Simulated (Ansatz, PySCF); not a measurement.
Species: C$_{2}$H$_{4}$Cl (charge 0, doublet). It need not be the lowest isomer of its formula. 
Coordinates optimised at B3LYP-D3(BJ)/def2-TZVP (Ansatz, a quantum-chemistry and plane-wave program):
```xyz
7

C      0.1737     0.8729    -0.0003
C      1.5889     0.5374    -0.0162
Cl    -0.8506    -0.6988     0.0079
H     -0.1451     1.3931     0.8974
H     -0.1643     1.3962    -0.8891
H      2.1065     0.3124     0.9055
H      2.0865     0.3157    -0.9496
```
Charge 0, spin multiplicity 2.

Dipole moments at this geometry, in debye (magnitudes).

| level | program | dipole (D) |
|---|---|---|
| HF/def2-TZVPD | PySCF | 2.40 |
| BLYP/def2-TZVPD | Ansatz | 2.05 |
| revPBE/def2-TZVPD | Ansatz | 2.06 |
| BP86/def2-TZVPD | PySCF | 2.05 |
| TPSS/def2-TZVPD | PySCF | 2.13 |
| M06-L/def2-TZVPD | PySCF | 2.17 |
| B3LYP/def2-TZVPD | PySCF | 2.13 |
| PBE0/def2-TZVPD | Ansatz | 2.14 |
| TPSSh/def2-TZVPD | PySCF | 2.16 |
| r2SCAN0/def2-TZVPD | Ansatz | 2.21 |
| MN15/def2-TZVPD | PySCF | 2.17 |
| HSE06/def2-TZVPD | Ansatz | 2.14 |
| CAM-B3LYP/def2-TZVPD | Ansatz | 2.16 |
| CCSD(T)/aug-cc-pV(D+d)Z | Ansatz | 2.07 |
